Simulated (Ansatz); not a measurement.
3C-SiC was calculated with G0W0@HSE06 in Ansatz (hard PAW, contour deformation).

The same calculation (at the measured cell, 10.346 Å³/atom) with different numerical settings; throughout: k mesh 2×2×2:

```csv
run,response cutoff (eV),empty bands,quasiparticle gap on the mesh (eV),quasiparticle gap at Γ (eV),rough time
1,100,86,1.763,7.486,6 core-s
2,150,159,1.940,7.554,9 core-s
3,200,244,2.007,7.572,20 core-s
4,250,341,2.043,7.580,20 core-s
5,300,449,2.064,7.585,40 core-s
6,400,691,2.088,7.589,60 core-s
```

In the column quasiparticle gap on the mesh (eV) the first row differs from the last by -0.325 and the next to last by -0.024.

The last row is no converged limit: other settings stay fixed.

Note: GW on a hybrid start was not checked against another program.

Ansatz is a quantum-chemistry and plane-wave program.
